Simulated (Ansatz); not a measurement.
A calculation with Ansatz (development build ahead of 0.2.0).

```yaml
crystal:
  periodic: [false, false, false]
  atoms:
    - { symbol: C, position_ang: [-0.15657, 0.08784, -0.11493] }
    - { symbol: H, position_ang: [0.67658, 0.78589, -0.3938] }
    - { symbol: H, position_ang: [-0.46524, -0.86414, -0.65036] }
    - { symbol: H, position_ang: [-0.75314, 0.31768, 0.84723] }
    - { symbol: H, position_ang: [2.14755, -1.23617, 1.58661] }
basis:
  gaussian: { orbitals: def2-SVP }
total_charge: 1
magnetization:
  spin_polarized: true
  initial_magnetization: 1
hamiltonian:
  xc: hf
correlation:
  method: mp2
  frozen_orbitals: { C: 1, H: 0 }
output:
  forces: true
```

The input is written out in the form of the current development build from the run's settings.

Results

```json
{
  "Converged": "yes",
  "Reference energy": "-39.69602 hartree",
  "Correlation energy": "-0.10923 hartree",
  "Total energy": "-39.80525 hartree",
  "Spin squared of the determinant": "0.750",
  "Stability test": "minimum"
}
```

Forces (eV/Å):
```json
{"atom": "C1", "Fx": "-0.861", "Fy": "-0.311", "Fz": "1.500"}
{"atom": "H2", "Fx": "-0.621", "Fy": "-0.682", "Fz": "-0.146"}
{"atom": "H3", "Fx": "0.630", "Fy": "1.157", "Fz": "0.187"}
{"atom": "H4", "Fx": "0.917", "Fy": "-0.195", "Fz": "-1.495"}
{"atom": "H5", "Fx": "-0.065", "Fy": "0.032", "Fz": "-0.046"}
```

Caution: bonds are stretched, where a single reference can fail.
